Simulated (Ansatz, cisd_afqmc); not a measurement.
System: CHO, charge 0, doublet.
NHTBH set geometry:
```xyz
3

H     -1.5209     1.3888     0.0000
C      0.1086     0.5493     0.0000
O      0.1086    -0.5856     0.0000
```
Charge 0, spin multiplicity 2.

Total energies in aug-cc-pVTZ, 11 correlated electrons, 2 frozen orbitals. Radicals and triplets start from unrestricted determinants; spin-orbit coupling is neglected. Cores are frozen in correlated methods. No relativity. AFQMC/CISD: phaseless, guided by CISD from CCSD amplitudes; bars are statistical, one sigma. Outlying blocks are dropped, and bars are widened where a walk drifts. Over all cases where full CI ran beside it in this data, AFQMC minus full CI had a median of +0.1 mEh and passed +0.4 mEh in a tenth of the cases. The UHF reference of CHO (saddle point or complex, doublet) is spin-contaminated (<S^2> up to 0.03 over the pure value in the sets run).

```tsv
method	program	energy (Eh)	minus CCSDT(Q) (mEh)
HF	Ansatz	-113.26676	391.48
MP2	Ansatz	-113.63306	25.17
CCSD	Ansatz	-113.63826	19.98
CCSD(T)	Ansatz	-113.65667	1.56
CCSDT(Q)	Ansatz	-113.65824	0.00
AFQMC/CISD	cisd_afqmc	-113.6571 ± 0.0004	1.1 ± 0.4
```

Rough core times of Ansatz's runs on a shared machine: CCSD(T) under 20 s, CCSDT(Q) 20 min.

Ansatz is a quantum-chemistry and plane-wave program.
